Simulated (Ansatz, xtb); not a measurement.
Ligand exchange: BH2Cl + SiH2(OH)(SiH3) → BH2(OH) + SiH2(SiH3)Cl

Species: BH2Cl `BCl`, singlet; SiH2(OH)(SiH3) (disilanol), singlet; BH2(OH), singlet; SiH2(SiH3)Cl, singlet. The partners trade Cl for OH: B–Cl and Si–OH bonds give way to B–OH and Si–Cl.

Shapes, held fixed at every level: PBE0-D4/def2-TZVP. Flexible molecules stand in one conformer, not always the lowest. Programs: Ansatz 0.2.0, xtb 6.7.1. The zero-point and thermal change to 298 K, harmonic and unscaled (PBE0-D4/def2-TZVP), is +4.5 kJ/mol.

**Question.** Estimate ΔH(298 K) of this reaction.

**Answer.** The highest level, CCSD(T)/CBS estimate, gives ΔH(298 K) = -57.0 kJ/mol; the levels span -70.8 to -29.2. The column of differences is taken from that level and isn't an error. No measured value is set beside it here. The CBS estimate extrapolates MP2 from def2-TZVPP and def2-QZVPP and adds CCSD(T) − MP2 in the triple-zeta set, cores frozen.

| level | kind | ΔH(298 K) (kJ/mol) | less CCSD(T)/CBS estimate |
| --- | --- | --- | --- |
| GFN1-xTB | semi-empirical | -29.2 | +27.8 |
| HF/def2-TZVPP | Hartree–Fock | -55.0 | +2.0 |
| SPW92/def2-TZVPP | LDA | -62.3 | -5.3 |
| B3LYP-D4/def2-TZVPP | global hybrid | -59.1 | -2.1 |
| BHLYP-D4/def2-TZVPP | global hybrid | -59.2 | -2.2 |
| MP2/def2-SVP | perturbation theory | -70.8 | -13.8 |
| MP2/def2-TZVPP | perturbation theory | -55.8 | +1.2 |
| CCSD/def2-TZVPP | coupled cluster or CI | -54.9 | +2.1 |
| CCSD(T)/CBS estimate | coupled cluster or CI | -57.0 | 0.0 |
